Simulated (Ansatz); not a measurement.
# SiH₃ radical: geometry and frequencies at several levels

An exercise on one series of results from a longer session: the logs are not shown, and one member is left open.

Computed with Ansatz 0.2.0 (the levels named in each step, unless a step's input says otherwise).

**Starting point**

Bond lengths: Si1–H2 1.449 Å, Si1–H3 1.449 Å, Si1–H4 1.449 Å. Angles: H2–Si1–H3 115.3°, H2–Si1–H4 115.3°, H3–Si1–H4 115.3°.

As a file:

```xyz
4

Si   -0.0003    0.0001    0.0308
H    -0.5644    1.2948   -0.2936
H     1.4078   -0.1568   -0.2733
H    -0.8354   -1.1391   -0.2928
```

Set-up of the first run:

Input file input.yaml:

```yaml
crystal:
  periodic: [false, false, false]
  atoms:
    - { symbol: Si, position_ang: [-0.00028, 8.0e-05, 0.03085] }
    - { symbol: H, position_ang: [-0.56444, 1.29477, -0.29356] }
    - { symbol: H, position_ang: [1.40779, -0.1568, -0.27335] }
    - { symbol: H, position_ang: [-0.83539, -1.13911, -0.29284] }
magnetization:
  spin_polarized: true
  initial_magnetization: 1
basis:
  gaussian: { orbitals: def2-SVP }
hamiltonian:
  xc: pbe
  dispersion: d4
relax:
  f_tol: 0.03
  max_steps: 200
```

Run with:

```bash
ansatz run input.yaml --threads 2 --pin off --max-ram 5120MiB --backend cpu --events-out ev --progress --plain --runs-dir out
```

Steps of the session up to this table: A rough first relaxation, PBE-D4/def2-SVP; Relaxation, PBE0-D4/def2-TZVPP; Frequencies, PBE0-D4/def2-TZVPP; Relaxation, PBE-D4/def2-TZVPP; Frequencies, PBE-D4/def2-TZVPP; Relaxation, r2SCAN-D4/def2-TZVPP; Frequencies, r2SCAN-D4/def2-TZVPP; Relaxation, B3LYP-D4/def2-TZVPP; Frequencies, B3LYP-D4/def2-TZVPP; Relaxation, B2PLYP/def2-TZVPP.

One of the session's tables, all rows but one given; the rest of the session is left out.

| level | Si1–H2 (Å) | Si1–H3 (Å) | dipole (D) | highest frequency (cm⁻¹) |
| --- | --- | --- | --- | --- |
| PBE0-D4/def2-TZVPP | 1.4857 | 1.4857 | 0.03 | 2238 |
| PBE-D4/def2-TZVPP | 1.4951 | 1.4951 | 0.03 | 2177 |
| r2SCAN-D4/def2-TZVPP | ? | ? | ? | ? |
| B3LYP-D4/def2-TZVPP | 1.4822 | 1.4822 | 0.08 | 2230 |
| B2PLYP/def2-TZVPP | 1.4777 | 1.4777 | 0.08 | - |

Estimate the missing values for r2SCAN-D4/def2-TZVPP.

**Answer.** Si1–H2 (Å): 1.4838; Si1–H3 (Å): 1.4838; dipole (D): 0.05; highest frequency (cm⁻¹): 2238. In the column «Si1–H2 (Å)» it lies between B3LYP-D4/def2-TZVPP (1.4822) and PBE0-D4/def2-TZVPP (1.4857).
